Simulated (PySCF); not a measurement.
Frontier orbitals and the lowest excitations

Species: malonic acid, C3H4O4.
Z-matrix (Å and degrees, GFN2-xTB geometry), rows numbered from 1:
```
O 
C   1  1.1980
O   2  1.3310  1  123.63
C   2  1.5189  1  125.13  3  -179.32
C   4  1.5190  2  107.60  1    73.78
O   5  1.1980  4  125.02  2    73.87
O   5  1.3310  4  111.36  2  -105.58
H   3  0.9708  2  111.16  1    -2.22
H   4  1.0887  2  108.79  1  -167.61
H   4  1.0885  2  109.57  1   -44.54
H   7  0.9708  5  111.10  4   177.49
```

Theory: TDDFT CAM-B3LYP/def2-SVPD, vertical, gas phase, core orbitals frozen in the response in PySCF.

Kohn–Sham orbitals with the atoms that hold most of them (Löwdin shares over 4%, at most four atoms; ? is withheld):

| orbital | ε (eV) | atoms |
| --- | --- | --- |
| LUMO+2 | 1.14 | O3 22%, O7 22%, H8 11%, H11 11% |
| LUMO+1 | 0.77 | O7 17%, O3 17%, C5 12%, C2 12% |
| LUMO | 0.38 | ? |
| HOMO | ? | O1 34%, O6 34%, C4 10%, C2 5% |
| HOMO-1 | -10.12 | ? |
| HOMO-2 | -11.30 | O6 24%, O1 23%, O7 19%, O3 18% |
| HOMO-3 | -11.33 | O3 23%, O7 22%, O1 20%, O6 20% |

Task: Which atoms hold the LUMO, and with what shares?

Result: C5 (bonded to C and 2 O) 19%; C2 (bonded to C and 2 O) 19%; O6 (bonded to C) 16%; O1 (bonded to C) 16%. By element: carbon 39% or more, oxygen 32% or more.

Task: Which atoms hold the HOMO-1, and with what shares?

Result: O6 (bonded to C) 35%; O1 (bonded to C) 35%; C4 (bonded to 2 C and 2 H) 7%; O7 (bonded to C and H) 6%. By element: oxygen 76% or more, carbon 7% or more.

Task: What is the HOMO energy, and the HOMO–LUMO gap?

Result: ε(HOMO) = -10.02 eV; the gap is 10.40 eV (0.3824 hartree).

Task: How does S1 compare with the orbital gap of 10.40 eV?

Result: S1 is at 5.79 eV (f = 0.0035), 4.61 eV below the gap, made of HOMO→LUMO (70%), HOMO-1→LUMO+3 (20%). Without the coupling terms of the response equations the lowest excitation would equal the gap.

Next come S2 at 5.83 eV (f 0.0006), HOMO-1→LUMO (68%), HOMO→LUMO+3 (21%); S3 at 7.71 eV (f 0.104), HOMO→LUMO+1 (54%), HOMO-1→LUMO+2 (27%); S4 at 7.80 eV (f 0.019), HOMO-1→LUMO+1 (63%), HOMO→LUMO+2 (16%); S5 at 7.90 eV (f 0.0004), HOMO→LUMO+3 (49%), HOMO-1→LUMO (28%), HOMO→LUMO+2 (20%).

One conformer stands for the species.
